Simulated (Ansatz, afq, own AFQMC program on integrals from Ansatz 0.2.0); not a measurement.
Integrals from Ansatz 0.2.0, then the random walk in our own AFQMC program (afq).

```yaml
crystal:
  periodic: [false, false, false]
  atoms:
    - {symbol: Zr, position_ang: [0.000000, 0.000000, 0.000000]}
    - {symbol: C, position_ang: [0.000000, 0.000000, 1.607000]}
basis:
  gaussian: {orbitals: def2-TZVP}
total_charge: 1
magnetization: {spin_polarized: true, initial_magnetization: 1}
correlation: {method: ccsd_t, electrons: outside_noble_gas, hamiltonian_folder: ham}
```

```sh
$ ansatz run in.yaml --threads 1 --pin off --events-out ev --progress --plain --max-ram 24576MiB --backend cuda --devices 0, --max-vram 18GiB
```

Options of the walk:

```
--method phaseless --trial hf --walkers 4000 --populations 20 --least-time 40 --time-step 0.005 --steps-per-block 20 --equilibration-blocks 160 --max-blocks 4000 --target-error 0.0008 --factor-cut 1e-05 --start spin_pure --seed 3425 --taylor-order 6
```

Times are imaginary, in 1/Eh. The walk had a cap of 96 s. With eight or more populations the least sampling time is a fifth of least-time, and the error comes from their spread. Core potentials past Kr, no spin–orbit coupling.

```
orbitals 66  electrons 4 3  factors 518 of 562
reference energy -83.95589690 Eh
CCSD correlation -0.21212203 Eh in 15 cycles, weight of the determinant in the CISD state 0.8878
energy of the start -83.956489 Eh
 block  time / (1/Eh)  mean weight  energy / Eh
     1     0.100  1.0008  -84.002855
     2     0.200  1.0013  -84.037545
     3     0.300  1.0010  -84.063577
     4     0.400  1.0013  -84.083803
     5     0.500  1.0011  -84.098699
     7     0.700  1.0003  -84.122608
     9     0.900  1.0006  -84.136974
    13     1.300  1.0001  -84.155527
    37     3.700  0.9998  -84.186645
    61     6.100  1.0002  -84.180809
    85     8.500  0.9998  -84.182129
   109    10.900  0.9995  -84.179671
   133    13.300  1.0005  -84.180787
   157    15.700  0.9998  -84.184539
   181    18.100  0.9997  -84.177934
   205    20.500  1.0000  -84.178412
   229    22.900  0.9995  -84.173044
   253    25.300  1.0000  -84.172056
   277    27.700  1.0002  -84.176794
   301    30.100  1.0001  -84.181243
   325    32.500  1.0003  -84.173034
   349    34.900  1.0001  -84.182878
   373    37.300  1.0000  -84.181074
   397    39.700  0.9996  -84.177876
   421    42.100  1.0002  -84.180183
   445    44.500  1.0001  -84.178338
   469    46.900  0.9998  -84.177414
   493    49.300  0.9999  -84.179904
   505    50.500  0.9998  -84.180963
error from the spread of 20 populations
energy -84.177917 +/- 0.000777 Eh
(rows thinned)
```

(1) Estimate how long the walk took on 1 × NVIDIA H100 80GB HBM3 with 2 threads of AMD EPYC 7R13 Processor (Zen 3), on a shared host (the card was shared).

The run passed its tests (sampling time, drift between the halves within three errors, error under three times the target), which doesn't prove that it has relaxed.

Against this walk (error 21.1 meV) on the same determinant: CCSD(T) 75.9 meV lower, CCSDT(Q) 121.4 meV lower, a separate phaseless walk with a CISD trial and standard settings 84.5 ± 21.5 meV lower. The error is statistical and leaves out the bias of the constraint. None of these is a sure reference here.

Cautions: constraint bias not in the error; no spin-orbit coupling; outer-core shells of the metal frozen; higher spins were not checked.

Answers

(1) 82 s of wall time.

CCSDT and higher add their correlation energy to the determinant of the CCSD(T) run, since their own runs factorise the integrals more tightly (a shift of under 2 meV). A walk keeps the symmetry of its determinant, which the program's search chose and which needn't be the lowest solution, so a lower state of the same spin and another symmetry isn't excluded.
